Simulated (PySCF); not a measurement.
Isomers of C4H6O. Theory: TDDFT CAM-B3LYP/def2-SVPD, vertical, gas phase, core orbitals frozen in the response (PySCF 2.14.0, density-fitted response routines). Geometries: GFN2-xTB; one conformer of each isolated species. Triplets are in the Tamm–Dancoff approximation. 'Strongest' means the level of largest summed f among the lowest 8 singlets; it needn't be the same kind of state in each.

Task: Rank by computed energy of the strongest computed level, lowest first.
A. `OCC1C=C1`
B. `O=CC1CC1`
C. `C#COCC`
D. `O(C=C=C)C`
E. `O=C1CCC1`

Result: A (6.09 eV), C (7.36 eV), D (7.51 eV), B (7.65 eV), E (8.39 eV).

| SMILES | strongest (eV) | HOMO (eV) | first f ≥ 0.01 (nm) | LUMO (eV) | f (strongest) | f (S1) | S1 mainly |
| --- | --- | --- | --- | --- | --- | --- | --- |
| OCC1C=C1 | 6.09 | -8.68 | 203 | 0.73 | 0.04 | 0.036 | H→L (84%) |
| C#COCC | 7.36 | -8.44 | 185 | 1.26 | 0.03 | 0.000 | H→L+4 (49%) |
| C=C=COC | 7.51 | -7.81 | 195 | 0.95 | 0.55 | 0.001 | H→L (88%) |
| O=CC1CC1 | 7.65 | -8.95 | 168 | 0.47 | 0.22 | 0.000 | H→L (95%) |
| O=C1CCC1 | 8.39 | -8.69 | 176 | 0.43 | 0.06 | 0.000 | H→L (96%) |

H and L stand for HOMO and LUMO.

- `OCC1C=C1`: Löwdin shares by element: HOMO carbon 58% or more, oxygen 17% (atoms not listed hold the other 25%); LUMO carbon 72% or more, hydrogen 8% or more (atoms not listed hold the other 20%).
- `C#COCC`: Löwdin shares by element: HOMO carbon 66% or more, oxygen 24%, hydrogen 4% or more; LUMO carbon 60% (atoms not listed hold the other 40%).
- `C=C=COC`: Löwdin shares by element: HOMO carbon 59% or more, oxygen 28%; LUMO carbon 72% (atoms not listed hold the other 28%).
- `O=CC1CC1`: S1 has the pattern of n→π* at C=O.
- `O=C1CCC1`: S1 has the pattern of n→π* at C=O.
